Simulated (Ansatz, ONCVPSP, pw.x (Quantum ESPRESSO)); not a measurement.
# pw.x on fcc Pt: one setting changed

Potential: optimised norm-conserving Vanderbilt (ONCV), ONCVPSP 4.0.1.1 (patched build), PBEsol; core [Kr] 4d10 4f14, reference 5s2 5p6 5d9 6s1; waves: 5s+6s: rc 1.60 bohr, ncon 3, nbas 7, qcut 9.4 1/bohr, 2 projectors; 5p: rc 1.55 bohr, ncon 4, nbas 9, qcut 9.7 1/bohr, 3 projectors, debl 3 Ha; 5d: rc 2.25 bohr, ncon 4, nbas 9, qcut 6.6 1/bohr, 2 projectors, debl 2.2 Ha; local part: polynomial inside 1.15 bohr (lpopt 3, dvloc0 3 Ha); core correction: Teter function, fcfact 4.75, rcfact 1.15.

The reference run (k-mesh 14³, cutoffs 85/340 Ry, Fermi–Dirac 0.01 Ry, mixing_beta 0.4, conv_thr 1e-9, no spin) gives -2.00 GPa at 15.052 Å³/atom, where all-electron LAPW gives 0.22 GPa. This run, with its own iteration cap, changes mixing_ndim to 16.

```
&control
  calculation='scf', prefix='x', pseudo_dir='./', outdir='./tmp', tstress=.true., disk_io='none'
/
&system
  ibrav=0, nat=1, ntyp=1, ecutwfc=85, ecutrho=340, nbnd=17,
  occupations='smearing', smearing='fd', degauss=0.01
/
&electrons
  conv_thr=1e-09, mixing_beta=0.4, electron_maxstep=60, mixing_ndim=16
/
ATOMIC_SPECIES
Pt 1.0 Pt.UPF
CELL_PARAMETERS angstrom
  0.00000000 1.95969314 1.95969314
  1.95969314 0.00000000 1.95969314
  1.95969314 1.95969314 0.00000000
ATOMIC_POSITIONS crystal
Pt 0.0000 0.0000 0.0000
K_POINTS automatic
14 14 14 0 0 0
```

```bash
pw.x < Pt.scf.in > Pt.scf.out
```

Problem. How does the run end?

Solution. It converges in 7 iterations; the free energy moves by +0.0 meV/atom and the pressure by +0.00 GPa. The result is that of the reference run.

```
Message from routine setup:
     using ibrav=0 with symmetry is DISCOURAGED, use correct ibrav instead
     lattice parameter (alat)  =       5.2372  a.u.
     unit-cell volume          =     101.5759 (a.u.)^3
     number of electrons       =        18.00
     number of Kohn-Sham states=           17
     kinetic-energy cutoff     =      85.0000  Ry
     charge density cutoff     =     340.0000  Ry
     scf convergence threshold =      1.0E-09
     Exchange-correlation= PBESOL
     number of k points=   104  Fermi-Dirac smearing, width (Ry)=  0.0100
     iteration #  1     ecut=    85.00 Ry     beta= 0.40
     total energy              =    -250.55198248 Ry
     estimated scf accuracy    <       0.08500430 Ry
     iteration #  2     ecut=    85.00 Ry     beta= 0.40
     total energy              =    -250.56303692 Ry
     estimated scf accuracy    <       0.00324356 Ry
     iteration #  3     ecut=    85.00 Ry     beta= 0.40
     total energy              =    -250.56314390 Ry
     estimated scf accuracy    <       0.00059885 Ry
     iteration #  4     ecut=    85.00 Ry     beta= 0.40
     total energy              =    -250.56318002 Ry
     estimated scf accuracy    <       0.00001319 Ry
     iteration #  5     ecut=    85.00 Ry     beta= 0.40
     total energy              =    -250.56318261 Ry
     estimated scf accuracy    <       0.00000063 Ry
     iteration #  6     ecut=    85.00 Ry     beta= 0.40
     total energy              =    -250.56318266 Ry
     estimated scf accuracy    <       0.00000001 Ry
     iteration #  7     ecut=    85.00 Ry     beta= 0.40
     the Fermi energy is    23.5944 ev
!    total energy              =    -250.56318266 Ry
     estimated scf accuracy    <          3.5E-10 Ry
     smearing contrib. (-TS)   =      -0.00649321 Ry
     The total energy is F=E-TS. E is the sum of the following terms:
     one-electron contribution =     -51.62186178 Ry
     hartree contribution      =      37.24075902 Ry
     xc contribution           =     -35.61095492 Ry
     ewald contribution        =    -200.56463177 Ry
     convergence has been achieved in   7 iterations
          total   stress  (Ry/bohr**3)                   (kbar)     P=      -19.96
     Message from routine punch:
     Nothing written, as per user request (disk_io='none')
```

The run took about 35 s on one core of a shared host (Neoverse-N1, 64 threads, 124 GiB, load 56).
